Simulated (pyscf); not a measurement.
Optimised with ωB97X-D3(BJ)/def2-SVP in PySCF.

**Question.** H₂C=CH₂ (SMILES C=C) + HO–Si(OH)(OH)–OH (SMILES O[Si](O)(O)O) + H₃C–OH (SMILES CO) -> H₃C–CH₂–O–Si(OH)(OH)–OH (SMILES CCO[Si](O)(O)O) + H₃C–OH (SMILES CO)
Surface: singlet. Broken: H–O, H–O. Formed: C–H, C–O, H–O. Give ΔE‡ and ΔE from ωB97M-D3(BJ)/def2-TZVP, relative to the separated reactants.

**Answer.** ΔE‡ = 31.9 kcal/mol, ΔE = -16.7 kcal/mol. Zero-point energy shifts the barrier by +0.4 kcal/mol. It is a multi-bond step, with an imaginary mode of 1458i cm⁻¹. On the reactant side the descent ends in a bound adduct (not fully relaxed), 13.7 kcal/mol under the separated species and 45.1 kcal/mol under the saddle at ωB97X-D3(BJ)/def2-TZVP. On the product side the descent ends in a complex (not fully relaxed), 4.9 kcal/mol under the separated species and 56.3 kcal/mol under the saddle at ωB97X-D3(BJ)/def2-TZVP. This is the saddle that the search found; another between the same sides may lie lower.
